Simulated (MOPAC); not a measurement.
MOPAC input (PM6):

```
PM6 FORCE THERMO(298,298) PRECISE LET UHF MS=0.5 GEO-OK AUX(PRECISION=9) THREADS=1
BF2

B    -0.00276660 1    0.51639650 1   -0.01168835 1
F     1.12373027 1   -0.13865717 1    0.01059159 1
F    -1.12217866 1   -0.15103030 1   -0.00403468 1
```

Q: Which zero-point energy does it print?

A: 4.13 kcal/mol, from the harmonic wavenumbers of PM6.
